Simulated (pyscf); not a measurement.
HO–Si(OH)(OH)–O–Si(OH)(OH)–OH + HF → H₂O + HO–Si(OH)(OH)–O–Si(OH)(OH)–F (four-centre exchange; singlet surface; O–Si, F–H broken, H–O, F–Si formed). PySCF, gas phase, ωB97X-D3(BJ)/def2-SVP geometries. Energies in kJ/mol from the separated reactants.

```
level                   barrier  reaction energy
----------------------  -------  ---------------
ωB97X-D3(BJ)/def2-TZVP     54.1            -33.0
PBE/def2-TZVP              38.5            -36.6
r²SCAN/def2-TZVP            ___            -37.6
B3LYP-D3(BJ)/def2-TZVP     54.7            -35.5
ωB97M-D3(BJ)/def2-TZVP      ___              ___
HF/def2-TZVP              122.8            -42.7
```

Some entries are withheld; supply them.


- r²SCAN/def2-TZVP, barrier: 39.3
- ωB97M-D3(BJ)/def2-TZVP, barrier: 51.9
- ωB97M-D3(BJ)/def2-TZVP, reaction energy: -34.6

The functionals in the table span 16.3 kJ/mol in this barrier, from PBE to B3LYP-D3(BJ). On the reactant side the descent ends in a bound adduct, 43.2 kJ/mol under the separated species and 97.3 kJ/mol under the saddle at ωB97X-D3(BJ)/def2-TZVP. This is the saddle that the search found; another between the same sides may lie lower.
